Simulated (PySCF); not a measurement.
# CFCl3: calculation against experiment

**Measured values to compare with.**

From NIST CCCBDB Release 22 (SRD 101), experimental dipoles, for the gas: dipole moment (microwave Stark effect, vibrational ground state) 0.46 ± 0.02 D.

The runs below try to reproduce these values; the comparison stands at the end.

Species: CFCl3.
SMILES with atom numbers: `[F:1][C:2]([Cl:3])([Cl:4])[Cl:5]`

Cartesian coordinates in Å at the GFN2-xTB level; atoms count from 1:
```
atom  x, y, z in Å
F1     0.060   -0.141    1.396
C2     0.005   -0.006    0.067
Cl3   -0.458    1.661   -0.313
Cl4    1.603   -0.371   -0.604
Cl5   -1.201   -1.140   -0.563
```

The PySCF runs (gas phase, on this GFN2-xTB geometry; no spin–orbit coupling):

```csv
level,job,basis functions,wall time
B3LYP/Sadlej pVTZ,shieldings,144,8.1 s
B97-D/Sadlej pVTZ,shieldings,144,14 s
BLYP/Sadlej pVTZ,shieldings,144,12 s
BP86/Sadlej pVTZ,shieldings,144,12 s
HF/Sadlej pVTZ,shieldings,144,4.2 s
KT2/Sadlej pVTZ,shieldings,144,12 s
KT3/Sadlej pVTZ,shieldings,144,13 s
LDA/Sadlej pVTZ,shieldings,144,10 s
OPBE/Sadlej pVTZ,shieldings,144,12 s
PBE/Sadlej pVTZ,shieldings,144,11 s
PW91/IGLO-II,shieldings,149,7.9 s
X3LYP/IGLO-II,shieldings,149,9.1 s
```

Hardware: an Intel Xeon at 2.30 GHz with one thread, shared host.

## Comparison

**Dipole moment.** Measured: 0.46 D (NIST CCCBDB Release 22 (SRD 101), experimental dipoles).

```json
{"level": "B3LYP/Sadlej pVTZ", "computed (D)": "0.39", "computed − measured (D)": "-0.07", "% (from the printed values)": "-15"}
{"level": "B97-D/Sadlej pVTZ", "computed (D)": "0.28", "computed − measured (D)": "-0.18", "% (from the printed values)": "-39"}
{"level": "BLYP/Sadlej pVTZ", "computed (D)": "0.33", "computed − measured (D)": "-0.13", "% (from the printed values)": "-28"}
{"level": "BP86/Sadlej pVTZ", "computed (D)": "0.28", "computed − measured (D)": "-0.18", "% (from the printed values)": "-39"}
{"level": "HF/Sadlej pVTZ", "computed (D)": "0.49", "computed − measured (D)": "+0.03", "% (from the printed values)": "+7"}
{"level": "KT2/Sadlej pVTZ", "computed (D)": "0.31", "computed − measured (D)": "-0.15", "% (from the printed values)": "-33"}
{"level": "KT3/Sadlej pVTZ", "computed (D)": "0.31", "computed − measured (D)": "-0.15", "% (from the printed values)": "-33"}
{"level": "LDA/Sadlej pVTZ", "computed (D)": "0.33", "computed − measured (D)": "-0.13", "% (from the printed values)": "-28"}
{"level": "OPBE/Sadlej pVTZ", "computed (D)": "0.23", "computed − measured (D)": "-0.23", "% (from the printed values)": "-50"}
{"level": "PBE/Sadlej pVTZ", "computed (D)": "0.29", "computed − measured (D)": "-0.17", "% (from the printed values)": "-37"}
{"level": "PW91/IGLO-II", "computed (D)": "0.45", "computed − measured (D)": "-0.01", "% (from the printed values)": "-2"}
{"level": "X3LYP/IGLO-II", "computed (D)": "0.56", "computed − measured (D)": "+0.10", "% (from the printed values)": "+22"}
```

Closest is PW91/IGLO-II (-0.01 D), furthest OPBE/Sadlej pVTZ (-0.23 D); one molecule doesn't rank methods. The computed dipoles belong to one fixed geometry; measured ones are averaged over vibrations unless marked μe. Magnitudes are compared, not signs.

No measured geometry was used, and the causes of the misses weren't examined.
